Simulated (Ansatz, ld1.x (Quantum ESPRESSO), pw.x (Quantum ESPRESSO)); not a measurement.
# What a changed setting does to a pw.x run (fcc Al)

Potential: norm-conserving RRKJ (Kleinman–Bylander form), ld1.x (Quantum ESPRESSO) 7.5, PBE; core [Ne], reference 3s2 3p1; waves: 3p (bound): rc 2.85 bohr; 3d channel at 0.05 Ry: rc 2.45 bohr; 3s (bound): rc 2.20 bohr; local part: the s channel; core correction: a·sin(br)/r model core, default radius (core density twice the valence density).

The reference run (k-mesh 14³, cutoffs 50/200 Ry, Fermi–Dirac 0.01 Ry, mixing_beta 0.4, conv_thr 1e-9, no spin) gives -1.18 GPa at 16.527 Å³/atom, where all-electron LAPW gives -0.17 GPa. This run, with its own iteration cap, changes nbnd to 14.

```
&control
  calculation='scf', prefix='x', pseudo_dir='./', outdir='./tmp', tstress=.true., disk_io='none'
/
&system
  ibrav=0, nat=1, ntyp=1, ecutwfc=50, ecutrho=200, nbnd=14,
  occupations='smearing', smearing='fd', degauss=0.01
/
&electrons
  conv_thr=1e-09, mixing_beta=0.4, electron_maxstep=50
/
ATOMIC_SPECIES
Al 1.0 Al.UPF
CELL_PARAMETERS angstrom
  0.00000000 2.02172157 2.02172157
  2.02172157 0.00000000 2.02172157
  2.02172157 2.02172157 0.00000000
ATOMIC_POSITIONS crystal
Al 0.0000 0.0000 0.0000
K_POINTS automatic
14 14 14 0 0 0
```

```bash
pw.x < Al.scf.in > Al.scf.out
```

Question: How does the run end?

Answer: It converges in 5 iterations; the free energy moves by +0.0 meV/atom and the pressure by +0.00 GPa. The result is that of the reference run.

```
Message from routine setup:
     using ibrav=0 with symmetry is DISCOURAGED, use correct ibrav instead
     lattice parameter (alat)  =       5.4030  a.u.
     unit-cell volume          =     111.5297 (a.u.)^3
     number of electrons       =         3.00
     number of Kohn-Sham states=           14
     kinetic-energy cutoff     =      50.0000  Ry
     charge density cutoff     =     200.0000  Ry
     scf convergence threshold =      1.0E-09
     Exchange-correlation= PBE
     number of k points=   104  Fermi-Dirac smearing, width (Ry)=  0.0100
     iteration #  1     ecut=    50.00 Ry     beta= 0.40
     total energy              =      -5.47419055 Ry
     estimated scf accuracy    <       0.00688303 Ry
     iteration #  2     ecut=    50.00 Ry     beta= 0.40
     total energy              =      -5.47327661 Ry
     estimated scf accuracy    <       0.00225029 Ry
     iteration #  3     ecut=    50.00 Ry     beta= 0.40
     total energy              =      -5.47334816 Ry
     estimated scf accuracy    <       0.00000332 Ry
     iteration #  4     ecut=    50.00 Ry     beta= 0.40
     total energy              =      -5.47334843 Ry
     estimated scf accuracy    <       0.00000012 Ry
     iteration #  5     ecut=    50.00 Ry     beta= 0.40
     the Fermi energy is     7.8922 ev
!    total energy              =      -5.47334844 Ry
     estimated scf accuracy    <          6.9E-10 Ry
     smearing contrib. (-TS)   =      -0.00208034 Ry
     The total energy is F=E-TS. E is the sum of the following terms:
     one-electron contribution =       2.93075348 Ry
     hartree contribution      =       0.00802501 Ry
     xc contribution           =      -3.00973796 Ry
     ewald contribution        =      -5.40030864 Ry
     convergence has been achieved in   5 iterations
          total   stress  (Ry/bohr**3)                   (kbar)     P=      -11.84
     Message from routine punch:
     Nothing written, as per user request (disk_io='none')
```

The run took about 6 s on one core of a shared host (Intel(R) Xeon(R) Platinum 8488C, 192 threads, 1488 GiB, load 69).
